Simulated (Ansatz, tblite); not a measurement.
# The cluster SnS₂: removing and adding an electron

What does removing or adding an electron cost or gain for the cluster SnS₂? Each charged state is run at several levels.

Program: Ansatz 0.2.0, Gaussian basis. Level of theory: as each input shows. These are calculated values, not measurements.

Levels to be run: charge +1 doublet, at the geometry of the singlet (PBE0-D4/def2-TZVP, PBE-D4/def2-TZVP, r2SCAN-D4/def2-TZVP, CCSD(T)/def2-TZVPP); charge -1 doublet, at the geometry of the singlet (PBE0-D4/def2-TZVPD, PBE-D4/def2-TZVPD, r2SCAN-D4/def2-TZVPD, CCSD(T)/def2-TZVPD); the starting singlet's energies come from earlier runs.

4 further runs of the same task are left out: 4 set aside as unsound or not needed. Runs told in other sessions of the task aren't counted.

**1. The geometry**

The geometry is that of the singlet, from an earlier relaxation (r2SCAN-D4/def2-TZVP). At that level it is the lowest of the isomers that a small search found.

3 atoms, charge 0, spin multiplicity 1.

Atoms are counted from 1 here; the program's logs count them from 0.

Bond lengths: Sn1–S2 2.405 Å, Sn1–S3 2.405 Å, S2–S3 2.165 Å. Angles: S2–Sn1–S3 53.5°, Sn1–S2–S3 63.2°, Sn1–S3–S2 63.2°.

Sn takes a core potential in the def2 sets. No spin-orbit coupling is included.

**2. Charge +1 doublet at the fixed geometry, PBE0-D4/def2-TZVP**

File in.yaml:

```yaml
crystal:
  periodic: [false, false, false]
  atoms:
    - {symbol: Sn, position_ang: [0.196731, -0.228819, 1.399466]}
    - {symbol: S, position_ang: [0.654627, 0.892037, -0.678444]}
    - {symbol: S, position_ang: [-0.851359, -0.663217, -0.721012]}
basis:
  gaussian: {orbitals: def2-TZVP}
total_charge: 1
magnetization: {spin_polarized: true, initial_magnetization: 1}
hamiltonian: {xc: pbe0, dispersion: d4}
output: {orbitals: {seedname: orbitals}}
```

Command:

```sh
> ansatz run in.yaml --threads 4 --pin off --events-out ev --progress --plain --max-ram 3916MiB
```

Standard output:

```text
Functional definition: PBE0
  name "PBE0"
  cite "Adamo & Barone, J. Chem. Phys. 110, 6158 (1999) doi:10.1063/1.478522"
  cite "Perdew, Burke & Ernzerhof, Phys. Rev. Lett. 77, 3865 (1996) doi:10.1103/PhysRevLett.77.3865"
  parent pbe
  parameter a = 0.25
  parameter kappa = 0.804
  parameter beta = 0.06672455060314922
  exchange = (1 - a)*pbe_x(kappa = kappa, mu = beta*pi^2/3) + a*exact_x
  correlation = pbe_c(beta = beta)
1003 factors; their error is unknown
mean field evaluation 1: about -27478.5187 eV, gradient 3.6e1 eV
mean field evaluation 2: about -27414.3413 eV, gradient 1.0e2 eV
mean field evaluation 4: about -27488.5158 eV, gradient 7.7e0 eV
mean field evaluation 8: about -27488.9357 eV, gradient 1.5e-1 eV
mean field evaluation 16: about -27489.0651 eV, gradient 3.3e-4 eV
mean field evaluation 32: about -27487.4546 eV, gradient 4.2e-2 eV
mean field -27489.06512304 eV, -1010.2045105141 hartree, gradient 3.2e-5 eV, S^2 0.763758; 2 other end points of the search recorded, 0 dependent functions left out
reference -27489.06514790 eV, -1010.2045114277 hartree; 27, 26 occupied and 97, 98 virtual orbitals, 1003 factors
Total energy: -27489.16896561 eV, -1010.2083266581 hartree
```

Wall time 4.2 s (4 threads of Arm Neoverse V2, shared host).

Report: HOMO -13.31 eV, LUMO -9.98 eV (over both spins); ⟨S²⟩ 0.764 (pure: 0.75); the next solution that the search met lies 1.610 eV higher.

**3. Charge +1 doublet at the fixed geometry, PBE-D4/def2-TZVP**

start.molden holds the orbitals of an earlier run on this state, given as this run's starting guess.

in.yaml: that of step 2 with these lines changed.

```diff
@@ -7,6 +7,7 @@
 basis:
-  gaussian: {orbitals: def2-TZVP}
+  gaussian: {orbitals: def2-TZVP, initial_orbitals: start.molden}
 total_charge: 1
 magnetization: {spin_polarized: true, initial_magnetization: 1}
-hamiltonian: {xc: pbe0, dispersion: d4}
+hamiltonian: {xc: pbe, dispersion: d4}
+scf: {omitted_lower_state_checks: [starts]}
 output: {orbitals: {seedname: orbitals}}
```

The command is unchanged.

Standard output:

```text
Functional definition: PBE
  name "PBE"
  cite "Perdew, Burke & Ernzerhof, Phys. Rev. Lett. 77, 3865 (1996) doi:10.1103/PhysRevLett.77.3865"
  parent pbe
  parameter kappa = 0.804
  parameter beta = 0.06672455060314922
  exchange = pbe_x(kappa = kappa, mu = beta*pi^2/3)
  correlation = pbe_c(beta = beta)
these checks for a lower state are left out or cut short: starts
910 factors; their error is unknown
mean field evaluation 1: about -27487.4073 eV, gradient 7.7e0 eV
mean field evaluation 2: about -27487.4919 eV, gradient 1.3e-1 eV
mean field evaluation 4: about -27487.4832 eV, gradient 4.6e-4 eV
mean field evaluation 8: about -27487.4832 eV, gradient 9.0e-6 eV
mean field -27487.48322391 eV, -1010.1463767934 hartree, gradient 9.0e-6 eV, S^2 0.756090; 0 other end points of the search recorded, 0 dependent functions left out
reference -27487.48325778 eV, -1010.1463780379 hartree; 27, 26 occupied and 97, 98 virtual orbitals, 910 factors
Total energy: -27487.60724359 eV, -1010.1509344326 hartree
Checks for a lower state left out: starts
```

Run time: 1.2 s. Hardware: 4 threads of Arm Neoverse V2, shared host.

From the report: HOMO -11.99 eV, LUMO -10.90 eV (over both spins); ⟨S²⟩ 0.756 (pure: 0.75).

**4. Charge +1 doublet at the fixed geometry, r2SCAN-D4/def2-TZVP**

in.yaml: that of step 3 with these lines changed.

```diff
@@ -10,3 +10,3 @@
 magnetization: {spin_polarized: true, initial_magnetization: 1}
-hamiltonian: {xc: pbe, dispersion: d4}
+hamiltonian: {xc: r2scan, dispersion: d4}
 scf: {omitted_lower_state_checks: [starts]}
```

Launched as before.

Standard output:

```text
Functional definition: r2SCAN
  name "r2SCAN"
  cite "Furness, Kaplan, Ning, Perdew & Sun, J. Phys. Chem. Lett. 11, 8208 (2020) doi:10.1021/acs.jpclett.0c02405"
  cite "Furness, Kaplan, Ning, Perdew & Sun, J. Phys. Chem. Lett. 11, 9248 (2020) doi:10.1021/acs.jpclett.0c03077"
  parent r2scan
  parameter k0 = 0.174
  parameter k1 = 0.065
  parameter a1 = 4.9479
  exchange = r2scan_x(k0 = k0, k1 = k1, a1 = a1)
  correlation = r2scan_c
these checks for a lower state are left out or cut short: starts
910 factors; their error is unknown
mean field evaluation 1: about -27497.1485 eV, gradient 5.8e0 eV
mean field evaluation 2: about -27497.1868 eV, gradient 6.5e-2 eV
mean field evaluation 4: about -27497.1738 eV, gradient 1.1e-4 eV
mean field evaluation 8: about -27497.1738 eV, gradient 1.5e-5 eV
mean field -27497.17376049 eV, -1010.5024974443 hartree, gradient 1.5e-5 eV, S^2 0.762477; 0 other end points of the search recorded, 0 dependent functions left out
reference -27497.17377180 eV, -1010.5024978599 hartree; 27, 26 occupied and 97, 98 virtual orbitals, 910 factors
Total energy: -27497.19612281 eV, -1010.5033192442 hartree
Checks for a lower state left out: starts
```

Run time: 3.1 s. Hardware: 4 threads of Arm Neoverse V2, shared host.

From the report: HOMO -12.40 eV, LUMO -10.78 eV (over both spins); ⟨S²⟩ 0.762 (pure: 0.75).

**5. Charge +1 doublet at the fixed geometry, CCSD(T)/def2-TZVPP**

File in.yaml:

```yaml
crystal:
  periodic: [false, false, false]
  atoms:
    - {symbol: Sn, position_ang: [0.196731, -0.228819, 1.399466]}
    - {symbol: S, position_ang: [0.654627, 0.892037, -0.678444]}
    - {symbol: S, position_ang: [-0.851359, -0.663217, -0.721012]}
basis:
  gaussian: {orbitals: def2-TZVPP, initial_orbitals: start.molden}
total_charge: 1
magnetization: {spin_polarized: true, initial_magnetization: 1}
correlation: {method: ccsd_t}
scf: {omitted_lower_state_checks: [starts, cluster_reference]}
output: {orbitals: {seedname: orbitals}}
```

Launched as before.

Standard output:

```text
Functional definition: HF
  name "HF"
  cite "Fock, Z. Phys. 61, 126 (1930) doi:10.1007/BF01340294"
  parent pbe
  exchange = exact_x
  correlation = 0
these checks for a lower state are left out or cut short: starts, cluster_reference
965 factors; integrals over basis functions are off by at most 7.2e-4 eV
mean field evaluation 1: about -27434.3462 eV, gradient 2.2e1 eV
mean field evaluation 2: about -27435.0257 eV, gradient 9.3e-1 eV
mean field evaluation 4: about -27435.0549 eV, gradient 1.2e-1 eV
mean field evaluation 8: about -27435.0550 eV, gradient 1.2e-5 eV
mean field -27435.05501167 eV, -1008.2196755308 hartree, gradient 3.0e-6 eV, S^2 0.812759; 0 other end points of the search recorded, 0 dependent functions left out
14 core orbitals not correlated: weight in the atoms' cores, before any rotation towards them, 1.000 or more for the frozen orbitals, at most 0.000 for the correlated occupied ones
reference -27435.05501167 eV, -1008.2196755308 hartree; 13, 12 occupied and 107, 108 virtual orbitals, 965 factors
second order -16.80301112 eV of doubles, -0.00000000 eV of singles
cycle   1  -16.50433388 eV  change    3.0e-1 eV  update   1.2e-1
cycle   2  -17.03163068 eV  change   -5.3e-1 eV  update   3.8e-2
cycle   3  -17.14495330 eV  change   -1.1e-1 eV  update   2.1e-2
cycle   4  -17.13648321 eV  change    8.5e-3 eV  update   7.4e-3
cycle   5  -17.13669837 eV  change   -2.2e-4 eV  update   3.7e-3
cycle   6  -17.13754638 eV  change   -8.5e-4 eV  update   1.2e-3
cycle   7  -17.13743777 eV  change    1.1e-4 eV  update   4.6e-4
cycle   8  -17.13762358 eV  change   -1.9e-4 eV  update   2.1e-4
cycle   9  -17.13764389 eV  change   -2.0e-5 eV  update   9.4e-5
cycle  10  -17.13758181 eV  change    6.2e-5 eV  update   4.6e-5
cycle  11  -17.13762064 eV  change   -3.9e-5 eV  update   1.9e-5
cycle  12  -17.13761720 eV  change    3.4e-6 eV  update   6.8e-6
perturbative correction -0.88128521 eV, -0.0323866340 hartree
Total energy: -27453.07391408 eV, -1008.8818579807 hartree
Checks for a lower state left out: starts, cluster_reference
```

Run time: 11 s. Hardware: 4 threads of Arm Neoverse V2, shared host; peak memory 1.1 GiB.

From the report: Hartree-Fock HOMO -15.93 eV, LUMO -6.09 eV (over both spins); ⟨S²⟩ 0.813 (pure: 0.75); T1 0.020.

**6. Vertical ionisation energy**

Charged state less starting state, singlet to doublet; the starting state's energies are those of its earlier runs.

Differences are taken before rounding.

| method | vertical ionisation energy (eV) | from CCSD(T)/def2-TZVPP (eV) | time |
| --- | --- | --- | --- |
| HF/def2-TZVPP | 7.24 | -0.70 |  |
| PBE-D4/def2-TZVP | 7.87 | -0.06 | 1.9 s |
| r2SCAN-D4/def2-TZVP | 7.95 | +0.01 | 5 s |
| PBE0-D4/def2-TZVP | 7.98 | +0.04 | 5.6 s |
| MP2/def2-TZVPP | 7.97 | +0.03 |  |
| CCSD/def2-TZVPP | 7.93 | -0.01 |  |
| CCSD(T)/def2-TZVPP | 7.94 | 0 | 15 s |

Times add the two runs; a level without a time comes out of a correlated run.

Beside −ε(HOMO) of the starting state:

| level | −ε(HOMO) (eV) | by difference (eV) | mismatch (eV) |
| --- | --- | --- | --- |
| PBE-D4/def2-TZVP | 4.86 | 7.87 | -3.02 |
| r2SCAN-D4/def2-TZVP | 5.09 | 7.95 | -2.86 |
| PBE0-D4/def2-TZVP | 5.97 | 7.98 | -2.01 |

**7. Charge -1 doublet at the fixed geometry, PBE0-D4/def2-TZVPD**

File in.yaml:

```yaml
crystal:
  periodic: [false, false, false]
  atoms:
    - {symbol: Sn, position_ang: [0.196731, -0.228819, 1.399466]}
    - {symbol: S, position_ang: [0.654627, 0.892037, -0.678444]}
    - {symbol: S, position_ang: [-0.851359, -0.663217, -0.721012]}
basis:
  gaussian: {orbitals: def2-TZVPD}
total_charge: -1
magnetization: {spin_polarized: true, initial_magnetization: 1}
hamiltonian: {xc: pbe0, dispersion: d4}
output: {orbitals: {seedname: orbitals}}
```

The command is unchanged.

Standard output:

```text
Functional definition: PBE0
  name "PBE0"
  cite "Adamo & Barone, J. Chem. Phys. 110, 6158 (1999) doi:10.1063/1.478522"
  cite "Perdew, Burke & Ernzerhof, Phys. Rev. Lett. 77, 3865 (1996) doi:10.1103/PhysRevLett.77.3865"
  parent pbe
  parameter a = 0.25
  parameter kappa = 0.804
  parameter beta = 0.06672455060314922
  exchange = (1 - a)*pbe_x(kappa = kappa, mu = beta*pi^2/3) + a*exact_x
  correlation = pbe_c(beta = beta)
1118 factors; their error is unknown
mean field evaluation 1: about -27497.3483 eV, gradient 1.3e1 eV
mean field evaluation 2: about -27496.5632 eV, gradient 1.8e1 eV
mean field evaluation 4: about -27498.1724 eV, gradient 7.2e-1 eV
mean field evaluation 8: about -27498.3061 eV, gradient 2.1e-2 eV
mean field evaluation 16: about -27498.3061 eV, gradient 2.9e-5 eV
mean field -27498.30606114 eV, -1010.5441087254 hartree, gradient 2.9e-5 eV, S^2 0.754821; 2 other end points of the search recorded, 0 dependent functions left out
reference -27498.30609250 eV, -1010.5441098781 hartree; 28, 27 occupied and 120, 121 virtual orbitals, 1118 factors
Total energy: -27498.42826810 eV, -1010.5485997486 hartree
```

Run time: 2.6 s. Hardware: 4 threads of Arm Neoverse V2, shared host.

From the report: HOMO 0.48 eV, LUMO 2.86 eV (over both spins); ⟨S²⟩ 0.755 (pure: 0.75). Doubts: highest occupied level lies above zero.

**8. Charge -1 doublet at the fixed geometry, PBE-D4/def2-TZVPD**

in.yaml: that of step 7 with these lines changed.

```diff
@@ -7,6 +7,7 @@
 basis:
-  gaussian: {orbitals: def2-TZVPD}
+  gaussian: {orbitals: def2-TZVPD, initial_orbitals: start.molden}
 total_charge: -1
 magnetization: {spin_polarized: true, initial_magnetization: 1}
-hamiltonian: {xc: pbe0, dispersion: d4}
+hamiltonian: {xc: pbe, dispersion: d4}
+scf: {omitted_lower_state_checks: [starts]}
 output: {orbitals: {seedname: orbitals}}
```

Same command.

Standard output:

```text
Functional definition: PBE
  name "PBE"
  cite "Perdew, Burke & Ernzerhof, Phys. Rev. Lett. 77, 3865 (1996) doi:10.1103/PhysRevLett.77.3865"
  parent pbe
  parameter kappa = 0.804
  parameter beta = 0.06672455060314922
  exchange = pbe_x(kappa = kappa, mu = beta*pi^2/3)
  correlation = pbe_c(beta = beta)
these checks for a lower state are left out or cut short: starts
990 factors; their error is unknown
mean field evaluation 1: about -27496.4317 eV, gradient 7.8e0 eV
mean field evaluation 2: about -27496.5196 eV, gradient 1.4e-1 eV
mean field evaluation 4: about -27496.5112 eV, gradient 6.4e-4 eV
mean field evaluation 8: about -27496.5112 eV, gradient 2.4e-5 eV
mean field -27496.51118063 eV, -1010.4781480836 hartree, gradient 2.4e-5 eV, S^2 0.753057; 0 other end points of the search recorded, 0 dependent functions left out
reference -27496.51121992 eV, -1010.4781495272 hartree; 28, 27 occupied and 120, 121 virtual orbitals, 990 factors
Total energy: -27496.65713846 eV, -1010.4835119347 hartree
Checks for a lower state left out: starts
```

It took 1.6 s on 4 threads of Arm Neoverse V2, shared host.

From the report: HOMO 1.32 eV, LUMO 2.18 eV (over both spins); ⟨S²⟩ 0.753 (pure: 0.75). Doubts: highest occupied level lies above zero.

**9. Charge -1 doublet at the fixed geometry, r2SCAN-D4/def2-TZVPD**

in.yaml: that of step 8 with these lines changed.

```diff
@@ -10,3 +10,3 @@
 magnetization: {spin_polarized: true, initial_magnetization: 1}
-hamiltonian: {xc: pbe, dispersion: d4}
+hamiltonian: {xc: r2scan, dispersion: d4}
 scf: {omitted_lower_state_checks: [starts]}
```

Same command.

Standard output:

```text
Functional definition: r2SCAN
  name "r2SCAN"
  cite "Furness, Kaplan, Ning, Perdew & Sun, J. Phys. Chem. Lett. 11, 8208 (2020) doi:10.1021/acs.jpclett.0c02405"
  cite "Furness, Kaplan, Ning, Perdew & Sun, J. Phys. Chem. Lett. 11, 9248 (2020) doi:10.1021/acs.jpclett.0c03077"
  parent r2scan
  parameter k0 = 0.174
  parameter k1 = 0.065
  parameter a1 = 4.9479
  exchange = r2scan_x(k0 = k0, k1 = k1, a1 = a1)
  correlation = r2scan_c
these checks for a lower state are left out or cut short: starts
990 factors; their error is unknown
mean field evaluation 1: about -27506.4047 eV, gradient 5.8e0 eV
mean field evaluation 2: about -27506.4421 eV, gradient 6.2e-2 eV
mean field evaluation 4: about -27506.4288 eV, gradient 1.6e-4 eV
mean field evaluation 8: about -27506.4288 eV, gradient 2.3e-5 eV
mean field -27506.42881389 eV, -1010.8426143835 hartree, gradient 2.3e-5 eV, S^2 0.757230; 0 other end points of the search recorded, 0 dependent functions left out
reference -27506.42884976 eV, -1010.8426157017 hartree; 28, 27 occupied and 120, 121 virtual orbitals, 990 factors
Total energy: -27506.45516670 eV, -1010.8435828313 hartree
Checks for a lower state left out: starts
```

It took 4.2 s on 4 threads of Arm Neoverse V2, shared host.

From the report: HOMO 1.07 eV, LUMO 2.44 eV (over both spins); ⟨S²⟩ 0.757 (pure: 0.75). Doubts: highest occupied level lies above zero.

**10. Charge -1 doublet at the fixed geometry, CCSD(T)/def2-TZVPD**

in.yaml: that of step 9 with these lines changed.

```diff
@@ -10,4 +10,4 @@
 magnetization: {spin_polarized: true, initial_magnetization: 1}
-hamiltonian: {xc: r2scan, dispersion: d4}
-scf: {omitted_lower_state_checks: [starts]}
+correlation: {method: ccsd_t}
+scf: {omitted_lower_state_checks: [starts, cluster_reference]}
 output: {orbitals: {seedname: orbitals}}
```

Same command.

Standard output:

```text
Functional definition: HF
  name "HF"
  cite "Fock, Z. Phys. 61, 126 (1930) doi:10.1007/BF01340294"
  parent pbe
  exchange = exact_x
  correlation = 0
these checks for a lower state are left out or cut short: starts, cluster_reference
1067 factors; integrals over basis functions are off by at most 8.3e-4 eV
mean field evaluation 1: about -27442.5691 eV, gradient 2.2e1 eV
mean field evaluation 2: about -27443.2077 eV, gradient 8.8e-1 eV
mean field evaluation 4: about -27443.2352 eV, gradient 1.8e-1 eV
mean field evaluation 8: about -27443.2353 eV, gradient 1.3e-4 eV
mean field -27443.23529854 eV, -1008.5202955284 hartree, gradient 4.5e-6 eV, S^2 0.768996; 0 other end points of the search recorded, 0 dependent functions left out
14 core orbitals not correlated: weight in the atoms' cores, before any rotation towards them, 1.000 or more for the frozen orbitals, at most 0.000 for the correlated occupied ones
reference -27443.23529854 eV, -1008.5202955284 hartree; 14, 13 occupied and 120, 121 virtual orbitals, 1067 factors
second order -17.71947808 eV of doubles, -0.00000000 eV of singles
cycle   1  -17.46191224 eV  change    2.6e-1 eV  update   1.2e-1
cycle   2  -17.97215991 eV  change   -5.1e-1 eV  update   3.6e-2
cycle   3  -18.07682308 eV  change   -1.0e-1 eV  update   2.0e-2
cycle   4  -18.06763183 eV  change    9.2e-3 eV  update   6.3e-3
cycle   5  -18.06493212 eV  change    2.7e-3 eV  update   3.3e-3
cycle   6  -18.06549536 eV  change   -5.6e-4 eV  update   1.0e-3
cycle   7  -18.06532794 eV  change    1.7e-4 eV  update   4.1e-4
cycle   8  -18.06540717 eV  change   -7.9e-5 eV  update   1.4e-4
cycle   9  -18.06546084 eV  change   -5.4e-5 eV  update   6.3e-5
cycle  10  -18.06543887 eV  change    2.2e-5 eV  update   2.9e-5
perturbative correction -0.89228471 eV, -0.0327908582 hartree
Total energy: -27462.19302211 eV, -1009.2169790197 hartree
Checks for a lower state left out: starts, cluster_reference
```

Wall time 17 s (4 threads of Arm Neoverse V2, shared host); peak memory 1.5 GiB.

Report: Hartree-Fock HOMO -1.57 eV, LUMO 4.24 eV (over both spins); ⟨S²⟩ 0.769 (pure: 0.75); T1 0.018.

**11. Vertical electron affinity**

Starting state less charged state (positive: the electron is bound), singlet to doublet; the starting state's energies are those of its earlier runs.

Differences are taken before rounding.

| method | vertical electron affinity (eV) | from CCSD(T)/def2-TZVPD (eV) | time |
| --- | --- | --- | --- |
| HF/def2-TZVPD | 0.91 | -0.24 |  |
| PBE-D4/def2-TZVPD | 1.13 | -0.02 | 2.4 s |
| r2SCAN-D4/def2-TZVPD | 1.27 | +0.12 | 6.1 s |
| PBE0-D4/def2-TZVPD | 1.25 | +0.09 | 3.8 s |
| MP2/def2-TZVPD | 1.13 | -0.02 |  |
| CCSD/def2-TZVPD | 1.17 | +0.02 |  |
| CCSD(T)/def2-TZVPD | 1.15 | 0 | 22 s |

Times add the two runs; a level without a time comes out of a correlated run.

Beside −ε(LUMO) of the starting state:

| level | −ε(LUMO) (eV) | by difference (eV) | mismatch (eV) |
| --- | --- | --- | --- |
| PBE-D4/def2-TZVPD | 3.58 | 1.13 | +2.45 |
| r2SCAN-D4/def2-TZVPD | 3.49 | 1.27 | +2.22 |
| PBE0-D4/def2-TZVPD | 2.92 | 1.25 | +1.67 |

**12. Outcome**

```
                                             quantity                                 value
 vertical ionisation energy, functionals in def2-TZVP    7.87 (PBE-D4) to 7.98 eV (PBE0-D4)
       vertical ionisation energy, CCSD(T)/def2-TZVPP                               7.94 eV
vertical electron affinity, functionals in def2-TZVPD  1.13 (PBE-D4) to 1.27 eV (r2SCAN-D4)
       vertical electron affinity, CCSD(T)/def2-TZVPD                               1.15 eV
```

In words: The vertical ionisation energy spans 7.87 to 7.98 eV over the functionals, beside 7.94 eV from CCSD(T)/def2-TZVPP. −ε(HOMO) misses the level's own difference by -2.01 eV at best (PBE0-D4) and -3.02 eV at worst (PBE-D4). The reference is CCSD(T) in one finite basis, so it carries an error of its own, often a tenth of an eV or more, and near misses can't be ranked. The vertical electron affinity spans 1.13 to 1.27 eV over the functionals, beside 1.15 eV from CCSD(T)/def2-TZVPD. The anion's highest level lies above zero where self-interaction lifts it, so diffuse functions weigh on these values. −ε(LUMO) misses the level's own difference by +1.67 eV at best (PBE0-D4) and +2.45 eV at worst (PBE-D4).

The anion's highest level is positive in at least one run, so there the basis alone may hold the extra electron.
